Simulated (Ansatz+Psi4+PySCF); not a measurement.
The numbers below are computed, except where a source is named.
A run of Ansatz (development build ahead of 0.2.0) on doublet H₂F₂(+) in separate pieces at this shape:

```xyz
4

F     0.0934    0.0000   -3.0000
H    -0.8405    0.0000   -3.0000
F    -0.0934    0.0000    3.0000
H     0.8705    0.0000    3.0000
```

Its results:

```json
{"Converged": "yes", "Reference energy": "-199.59455 hartree", "Correlation energy": "-0.47568 hartree", "Total energy": "-200.07023 hartree", "Spin squared of the determinant": "0.755", "Stability test": "minimum", "Occupied orbitals by symmetry in an Abelian subgroup (alpha; beta)": "8 A' 2 A''; 7 A' 2 A''"}
```

(1) Which input gives this output? Name the method, the orbitals and the basis set, and write the input.

Answers

(1) UHF-MP2 in cc-pVTZ.

```yaml
crystal:
  periodic: [false, false, false]
  atoms:
    - { symbol: F, position_ang: [0.09339, 0.0, -3.0] }
    - { symbol: H, position_ang: [-0.8405, 0.0, -3.0] }
    - { symbol: F, position_ang: [-0.09339, 0.0, 3.0] }
    - { symbol: H, position_ang: [0.8705, 0.0, 3.0] }
basis:
  gaussian: { orbitals: cc-pVTZ }
total_charge: 1
magnetization:
  spin_polarized: true
  initial_magnetization: 1
hamiltonian:
  xc: hf
correlation:
  method: mp2
  frozen_orbitals: { F: 1, H: 0 }
```

Caution: MP2 on this radical cation hangs on the determinant chosen.
